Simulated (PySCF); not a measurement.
```xyz
3
charge 0 multiplicity 1, angstrom
C    -0.4565    0.0000   -0.7627
F    -1.4764    0.0000    0.0291
Cl    0.9588    0.0000    0.2459
```

Level of theory: PySCF, PBE0, basis C def2-TZVP, F def2-TZVP, Cl def2-TZVP (no relativity, density fitting).

This geometry of CFCl is a stationary point at this level.

(1) What is the point group?

(2) Is it a minimum?

(3) List the harmonic modes with their infrared intensities.

(4) Give the ideal-gas entropy at 298.15 K and 1 bar by parts.

Answers

(1) Cs.

(2) Yes: all harmonic wavenumbers are real.

(3) 
```csv
symmetry,ω (cm⁻¹),IR (km/mol)
a',458,12.0
a',771,231
a',1209,263
```

(4) translation 161.1, rotation 93.3, vibration 4.4, spin 0.0; total 258.8 J/(mol K).

Other isomers or separated fragments may lie lower.
